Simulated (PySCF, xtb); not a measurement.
LiH, SMILES [LiH].

Harmonic wavenumbers (cm⁻¹) from GFN2-xTB (xtb) at its own minimum, in rising order: 1440.

Q: What does PBE0-D3(BJ)/def2-TZVPD (PySCF 2.14.0) give at its own minimum? (Estimate from the structure and the level; the computed values follow.)

A: 1416. Paired by order, the mean absolute difference is 24 cm⁻¹ and the zero-point energies are 2.1 and 2.0 kcal/mol.
